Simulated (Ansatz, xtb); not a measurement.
**H3O2S+: where a starting geometry ends**

The starting geometry of this gas-phase singlet has its atoms placed at random.

| atom | x (Å) | y (Å) | z (Å) |
| --- | --- | --- | --- |
| O | 0.5622 | 1.8074 | -0.7838 |
| O | 0.0056 | -0.1313 | 1.9993 |
| S | -0.6539 | 0.1796 | -0.3229 |
| H | -1.1784 | 1.2231 | 0.5998 |
| H | -0.7401 | -1.0121 | -1.6558 |
| H | -1.3548 | 1.2542 | -1.0932 |

Task: Guess where an optimisation with r2SCAN-D4/def2-SVP ends from this start.

Result: It ends as a structure given below by its coordinates. Contacts that open: S3–H4 (1.49 → 2.18 Å). Contacts that close: O1–S3 (2.08 → 1.44 Å), O2–S3 (2.43 → 1.58 Å), O2–H4 (2.28 → 0.99 Å), S3–H5 (1.79 → 1.37 Å).

The energy falls by 13.22 eV over 15 steps:

```csv
step,E − E(last) (eV)
1,13.219
3,9.071
4,7.071
6,2.808
7,1.024
9,0.087
10,0.006
12,0.000
13,0.000
15,0.000
```

Final geometry (Å):

```xyz
6

O     0.7066    1.3755   -0.8997
O    -0.7676    0.1549    0.8886
S    -0.4326    0.5532   -0.6000
H    -0.8218    0.9151    1.5127
H    -0.4221   -0.7352   -1.0737
H    -1.6219    1.0573   -1.0845
```

From the same start GFN2-xTB reaches the same bonding as this run.

From so rough a start the end depends on the optimiser's path, so another program may land elsewhere. No frequencies were run, so the end isn't proven a minimum. Run with Ansatz 0.2.0, 15 s on 1 thread of Intel(R) Xeon(R) 6975P-C (Granite Rapids) (shared host).
